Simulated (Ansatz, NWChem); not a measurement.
The same job for Ansatz

This NWChem 7.3.0 job computes singlet BNH2Cl+:

bclh2n.nw:
```
start bclh2n
title "BClH2N"
memory 2200 mb
charge 1
geometry units atomic noautosym nocenter noautoz
   N   -0.63116853   0.77875614  -0.48509270
   B   -0.18594905  -1.02914485   1.33112308
   Cl   2.53828013  -2.88410001   1.48267912
   H   -2.22364073   1.81394811  -0.51608420
   H    0.59677551   1.18126780  -1.89085996
end
basis spherical bse
   * library def2-TZVP
end
dft
   xc xpbe96 cpbe96
   mult 1
   grid fine
   convergence energy 1e-08
   maxiter 100
   mulliken
end
task dft energy
```

```bash
$ nwchem bclh2n.nw > bclh2n.out
```

The shape is that of a PBE0-D4/def2-TZVP optimisation. This is one conformer, not always the lowest. That shape belongs to the parent species and isn't relaxed for this state.

It gives a total energy of -540.467573 Eh.

**Question.** How is this level of theory, on these atoms, set up in Ansatz 0.2.0 as an input file of the program's own?

**Answer.** One way, which was run:

input.yaml:
```yaml
basis:
  gaussian: {orbitals: def2-TZVP}
crystal:
  periodic: [false, false, false]
  atoms:
    - {symbol: "N", position_ang: [-0.334000, 0.412100, -0.256700]}
    - {symbol: B, position_ang: [-0.098400, -0.544600, 0.704400]}
    - {symbol: Cl, position_ang: [1.343200, -1.526200, 0.784600]}
    - {symbol: H, position_ang: [-1.176700, 0.959900, -0.273100]}
    - {symbol: H, position_ang: [0.315800, 0.625100, -1.000600]}
total_charge: 1
hamiltonian: {xc: pbe}
accuracy: high
output: {orbitals: {seedname: orbitals}}
```

```bash
$ ansatz run input.yaml --threads 1 --pin off --max-ram 3480MiB --events-out events.jsonl --progress --plain --runs-dir runs
```

Its energy is -540.467573 Eh, the same as the first but for the last digit, at most.
